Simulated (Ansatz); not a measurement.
**Which isomer of C4H2F− gives these data?**

These gas-phase data were calculated for one isomer of C4H2F− at B3LYP-D3(BJ)/def2-SVPD (harmonic, unscaled wavenumbers; equilibrium rotational constants with average atomic masses):

- rotational constants: 10.79, 4.228, 3.037 GHz
- all wavenumbers above 1500 cm⁻¹: 3253, 3146, 2098, 1648

Candidates:

(1) `[C-]#C/C=C/F`, a singlet
(2) `[C-]#CC(=C)F`, a singlet
(3) `[C-]#C/C=C\F`, a singlet

Which candidate do the data belong to? Where the bands don't settle it, estimate the moments of inertia from typical bond lengths.

Candidate (2). The rotational constants decide: (1) would give 53.65, 2.294, 2.2 GHz; (3) would give 15.22, 3.223, 2.66 GHz.

The same quantities for all candidates:

```
     rotational constants (GHz)  wavenumbers above 1500 cm⁻¹  E above the lowest, B3LYP-D3(BJ)/def2-SVPD (kcal/mol)
(1)           53.65, 2.294, 2.2       3223, 3049, 2086, 1658                                                    5.9
(2)         10.79, 4.228, 3.037       3253, 3146, 2098, 1648                                                    0.0
(3)          15.22, 3.223, 2.66       3193, 3038, 2085, 1662                                                    6.9
```

Harmonic stretches to hydrogen usually lie a few per cent above observed fundamentals. Programs: Ansatz 0.2.0.
